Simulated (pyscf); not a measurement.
Thermochemistry of product channels of H₂B–NH–AlH₂ + water (H₂O) on the singlet surface, in eV, from CCSD(T)/def2-TZVPP + ΔMP2(QZVPP) energies (ideal gas, 1 atm, RRHO with modes under 100 cm⁻¹ raised to 100, one conformer, R ln 2 for chiral ones without a mode under 150 cm⁻¹). PySCF, gas phase, ωB97X-D3(BJ)/def2-SVP geometries. MP2 and CC: frozen core, UHF for open shells. ΔMP2 is the change of the MP2 total energy from the triple- to the quadruple-zeta basis.

| products | ΔE | ΔH(298 K) | ΔG(600 K) | ΔG(1200 K) |
|---|---|---|---|---|
| HO–AlH₂ + H₂B–NH₂ | -0.59 | -0.57 | -0.59 | -0.59 |
| H₂N–AlH₂ + H₂B–OH | -0.14 | -0.13 | -0.14 | -0.15 |

These are energies of the channels, which say nothing of barriers. H₂B–NH–AlH₂ may be a fragile minimum: a first optimisation, from another start, lost the drawn bonds. The CCSD(T) − MP2 part came from Ansatz, without density fitting, on the same reference.
